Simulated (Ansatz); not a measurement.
A calculation with Ansatz (development build ahead of 0.2.0).

```yaml
crystal:
  periodic: [false, false, false]
  atoms:
    - { symbol: C, position_ang: [0.0, 0.0, 0.0] }
    - { symbol: Na, position_ang: [0.0, 0.0, 2.3377] }
basis:
  gaussian: { orbitals: pcseg-2 }
magnetization:
  initial_magnetization: 1
hamiltonian:
  xc: r2scan
```

The input is written out in the form of the current development build from the run's settings.

Results

| Quantity | Value |
| --- | --- |
| Converged | yes |
| Total energy | -200.10138 hartree |
| Spin squared of the determinant | 0.750 |
| Stability test | minimum among restricted orbitals |

Caution: an unrestricted determinant lies well below.
